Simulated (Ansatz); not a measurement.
# P2Si: the cost of one run

Method: def2-QZVPP, core rule «outside noble gas», up to 15 orbitals frozen; program: Ansatz 0.2.0, Gaussian basis.

The runs, in order: UHF; ROHF; CCSD(T) on UHF.

2 further runs of the same task are left out: 2 set aside as unsound or not needed.

## 1. The geometry

The geometry is a PBE0/def2-TZVP stationary point (not a proven minimum) of the parent state, kept for this charge and spin.

3 atoms, charge 1, spin multiplicity 2.

Atoms are counted from 1 here; the program's logs count them from 0.

Bond lengths: P1–P2 2.051 Å, P1–Si3 2.217 Å, P2–Si3 2.217 Å. Angles: P2–P1–Si3 62.5°, P1–P2–Si3 62.5°, P1–Si3–P2 55.1°.

## 2. UHF

in.yaml

```yaml
crystal:
  periodic: [false, false, false]
  atoms:
    - {symbol: P, position_ang: [0.000000, -1.025294, 0.613145]}
    - {symbol: P, position_ang: [0.000000, 1.025294, 0.613145]}
    - {symbol: Si, position_ang: [0.000000, 0.000000, -1.352400]}
basis:
  gaussian: {orbitals: "def2-QZVPP.json"}
total_charge: 1
magnetization: {spin_polarized: true, initial_magnetization: 1}
hamiltonian: {xc: hf}
output: {orbitals: {seedname: orbitals}}
```

Launch:

```
$ ansatz run in.yaml --threads 1 --pin off --events-out ev --progress --plain --max-ram 2393MiB
```

**Question.** How long does this run take on 1 thread of Arm Neoverse V1, shared host, and how much memory does it need?

About 1.7 min, with a peak of 0.74 GiB.
